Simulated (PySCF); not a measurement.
Molecule: Protonated Nitrous Oxide (N#[N+]O, [HN$_{2}$O]+).

Geometry (Å), atoms numbered from 1 in this order:
```xyz
4

N     1.573   -0.095   -0.287
N     0.473   -0.079   -0.178
O    -0.737   -0.176    0.089
H    -1.288    0.359   -0.541
```

Total charge +1.

Spin–spin couplings on one PBE0-D3(BJ)/def2-SVP geometry, PySCF, gas phase, non-relativistic, equivalent pairs averaged; isotopes 17O, 1H, 15N; basis pcJ-1.

How do the couplings (Hz) change with the functional? Times are CPU seconds on shared hosts with different chips, so compare them loosely.

Answers


```
functional  functions  1J(O3,H4)  1J(N2,O3)  1J(N1,N2)  2J(N1,O3)  core-s
       LDA         91      -79.5      -47.5      -14.6       -6.9     1.4
       PBE         91      -81.8      -49.1      -12.9       -6.6       2
       KT2         91      -79.3      -54.7      -16.2       -6.2     2.2
     B3LYP         91      -93.0      -50.1       -6.6       -4.8     2.4
      PBE0         91      -89.0      -50.1       -6.3       -4.7     1.6
     B97-2         91      -87.0      -48.1       -6.9       -4.8     1.7
 BHandHLYP         91     -104.1      -53.2        4.1       -2.0     1.8
 CAM-B3LYP         91      -94.4      -50.6       -4.6       -4.2       2
``` Left out for a near triplet instability: HF/pcJ-1.
